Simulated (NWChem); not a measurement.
**Correlation energy of O**

SMILES: [O]
```xyz
1

O      0.0000     0.0000     0.0000
```
Charge 0, spin multiplicity 3.

Everything below was run with NWChem.

Basis set: cc-pVQZ. Each correlation energy counts from its own Hartree-Fock reference.

```tsv
method	correlation energy (mHa)
UMP2	-157.6
CCSD[T] on UHF	-176.3
CCSD[T] on ROHF	-182.8
CCSD(T) on UHF	-176.3
CCSD on UHF	-172.6
URI-MP2	-157.6
CCSD on ROHF	-178.8
CCSD(T) on ROHF	-182.8
SCS-UMP2	-156.4
```

The values span 26.5 mHa, from CCSD[T] on ROHF (lowest) to SCS-UMP2 (highest). 

The correlated methods keep 1 core orbital frozen. The stability of the SCF solutions was not checked. Open-shell Hartree-Fock references start from PBE0 orbitals. Coupled-cluster values serve here as a point of comparison, not as the truth.
